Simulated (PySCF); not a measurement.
## SiP⁻ at RHF-MP2

Level: RHF-MP2. Si aug-pcseg-1, P aug-pcseg-1; no relativity (PySCF 2.14).

| Quantity | Value |
| --- | --- |
| state | ¹Σ⁺ (singlet), closed shell |
| bond length | 0.2047 nm |
| harmonic wavenumber | 636 cm⁻¹ |
| force constant | 3.51 mdyn/Å |
| rotational constant Be | 0.2736 cm⁻¹ |
| anharmonicity ωexe | 2.88 cm⁻¹ |
| vibration–rotation constant αe | 0.00156 cm⁻¹ |
| well depth De to Si⁻ + P | 4.72 eV |
| dissociation energy D0 | 4.68 eV |

Correlated steps freeze 10 core orbitals. Correlated levels converge slowly with the basis: in double zeta they bind strong bonds too weakly, by up to about 1 eV, and carry superposition errors of some tenths. For an ion De counts to the pair picked by the measured ionisation energies or electron affinities, which need not be the lowest pair at this level. Where the molecule has an RHF reference, its open-shell atoms are computed with UHF.
